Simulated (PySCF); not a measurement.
**OF: one state, many levels of theory**

State: ²Π (doublet), unpaired electrons π ↑. Set-up: O def2-SVP, F def2-SVP; no relativity (PySCF 2.14). De refers to O + F in their high-spin ground configurations, without counterpoise correction. The functionals are run spin-unrestricted. A positive dipole means O(−)F(+). Levels whose curve was spin-contaminated or gave no clean fit are not listed.

```csv
Level,Re (Å),ωe (cm⁻¹),De (eV),μ (D)
UHF-CCSD,1.351,1057,1.60,n/a
UHF-CCSD(T),1.358,1035,1.77,n/a
PBE,1.352,1097,3.24,0.20
PBEsol,1.338,1137,3.64,0.26
r²SCAN,1.344,1115,2.57,0.06
M06-L,1.344,1090,2.34,0.07
r²SCANh,1.335,1140,2.31,0.02
PBE0,1.324,1171,2.39,0.06
HSE06,1.325,1163,2.37,0.05
```

The bond length runs from 1.324 Å (PBE0) to 1.358 Å (UHF-CCSD(T)). De spans 1.60 eV (UHF-CCSD, coupled cluster) to 3.64 eV (PBEsol, GGA).

Correlated steps freeze 2 core orbitals. Correlated levels converge slowly with the basis: in double zeta they bind strong bonds too weakly, by up to about 1 eV, and carry superposition errors of some tenths. The state was picked by a PBE0 search and need not be the measured ground state.
